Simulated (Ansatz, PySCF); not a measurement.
Breaking a bond: LiF, singlet.

Computed with: UHF/def2-SVP (Ansatz, a first-principles code); RHF/def2-SVP (Ansatz); UKS-BLYP = Ansatz with unrestricted BLYP/def2-SVP; RKS-BLYP = Ansatz with restricted BLYP/def2-SVP; UKS-PBE = unrestricted PBE/def2-SVP in Ansatz; RKS-PBE = restricted PBE/def2-SVP in Ansatz; UKS-B3LYP/6-31G* = unrestricted B3LYP/6-31G*, spherical d (PySCF); RKS-B3LYP/6-31G* = restricted B3LYP/6-31G*, spherical d in PySCF; UKS-B3LYP/6-311+G** = unrestricted B3LYP/6-311+G**, spherical d run with PySCF 2.14.0; RKS-B3LYP/6-311+G** = restricted B3LYP/6-311+G**, spherical d in PySCF 2.14.0.

Scanned distances (Å): 1.22, 1.31, 1.38, 1.49, 1.54, 1.56, 1.58, 1.66, 1.71, 1.81, 1.93, 2.10, 2.37, 2.60, 2.77, 3.15, 3.47, 3.81, 4.25, 4.61, 5.41, 6.19.

Problem. Where does the unrestricted solution first break spin symmetry (<S²> of 0.01 or more)?

Solution. UHF: between 2.77 and 3.15 Å; UKS-BLYP: between 2.77 and 3.15 Å; UKS-PBE: between 2.77 and 3.15 Å; UKS-B3LYP/6-31G*: between 2.77 and 3.15 Å; UKS-B3LYP/6-311+G**: between 3.47 and 3.81 Å.

```csv
R / Å,<S²> UHF,E(RHF) − E(UHF) / mEh,<S²> UKS-BLYP,E(RKS-BLYP) − E(UKS-BLYP) / mEh,<S²> UKS-PBE,E(RKS-PBE) − E(UKS-PBE) / mEh,<S²> UKS-B3LYP/6-31G*,E(RKS-B3LYP/6-31G*) − E(UKS-B3LYP/6-31G*) / mEh,<S²> UKS-B3LYP/6-311+G**,E(RKS-B3LYP/6-311+G**) − E(UKS-B3LYP/6-311+G**) / mEh
1.22,0.00,0.0,0.00,0.0,0.00,0.0,0.00,0.0,0.00,0.0
1.31,0.00,0.0,0.00,0.0,0.00,0.0,0.00,0.0,0.00,0.0
1.38,0.00,0.0,0.00,0.0,0.00,0.0,0.00,0.0,0.00,0.0
1.49,0.00,0.0,0.00,0.0,0.00,0.0,0.00,0.0,0.00,0.0
1.54,0.00,0.0,0.00,0.0,0.00,0.0,0.00,0.0,0.00,0.0
1.56,0.00,0.0,0.00,0.0,0.00,0.0,0.00,0.0,0.00,0.0
1.58,0.00,0.0,0.00,0.0,0.00,0.0,0.00,0.0,0.00,0.0
1.66,0.00,0.0,0.00,0.0,0.00,0.0,0.00,0.0,0.00,0.0
1.71,0.00,0.0,0.00,0.0,0.00,0.0,0.00,0.0,0.00,0.0
1.81,0.00,0.0,0.00,0.0,0.00,0.0,0.00,0.0,0.00,0.0
1.93,0.00,0.0,0.00,0.0,0.00,0.0,0.00,0.0,0.00,0.0
2.10,0.00,0.0,0.00,0.0,0.00,0.0,0.00,0.0,0.00,0.0
2.37,0.00,0.0,0.00,0.0,0.00,0.0,0.00,0.0,0.00,0.0
2.60,0.00,0.0,0.00,0.0,0.00,0.0,0.00,0.0,0.00,0.0
2.77,0.00,0.0,0.00,0.0,0.00,0.0,0.00,0.0,0.00,0.0
3.15,0.90,6.7,0.16,0.5,0.18,0.7,0.17,0.6,0.00,0.0
3.47,0.96,26.2,0.30,2.0,0.31,2.5,0.36,4.3,0.00,0.0
3.81,0.98,44.3,0.40,4.0,0.40,4.9,0.47,8.9,0.18,0.9
4.25,1.00,63.5,0.49,6.8,0.49,8.1,0.56,14.1,0.30,3.4
4.61,1.00,75.7,0.54,8.8,0.54,10.2,0.60,17.6,0.36,5.5
5.41,1.00,95.1,0.60,11.9,0.60,13.4,0.66,23.4,0.44,9.3
6.19,1.00,108.2,0.63,13.6,0.62,15.2,0.69,27.1,0.49,12.1
```
